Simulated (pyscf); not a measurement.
Structures and frequencies: ωB97X-D3(BJ)/def2-SVP in PySCF. Correlated levels are frozen-core, on RHF or UHF. ΔMP2 is the change of the MP2 total energy from the triple- to the quadruple-zeta basis.

**Question.** F–GeH₂–F + H• → F–GeH₂• + HF
Surface: doublet. Broken: F–Ge. Formed: F–H. Give ΔE‡ and ΔE from CCSD(T)/def2-TZVPP + ΔMP2(QZVPP), relative to the separated reactants.

**Answer.** ΔE‡ = 25.5 kcal/mol, ΔE = -6.2 kcal/mol. Zero-point energy shifts the barrier by +1.5 kcal/mol. It is an atom transfer, with an imaginary mode of 806i cm⁻¹. On the product side the descent ends in a complex (not fully relaxed), 6.1 kcal/mol under the separated species and 32.7 kcal/mol under the saddle at ωB97X-D3(BJ)/def2-TZVP. At the saddle there is also a short Ge–H contact that neither side keeps. At ωB97X-D3(BJ) the barrier from the zero used here is 23.4 kcal/mol. This is the saddle that the search found; another between the same sides may lie lower. The angle at the transferred F is 59°: a side-on saddle, likely not the lowest. The CCSD(T) − MP2 part came from Ansatz, without density fitting, on the same reference. The frozen core leaves the outer d or s,p core shells of the metals and heavy elements correlated in the MP2 and CC values, and def2-TZVPP describes them poorly, which can shift differences by a few kcal/mol. Elements up to Kr have no core potential and no relativistic terms here.
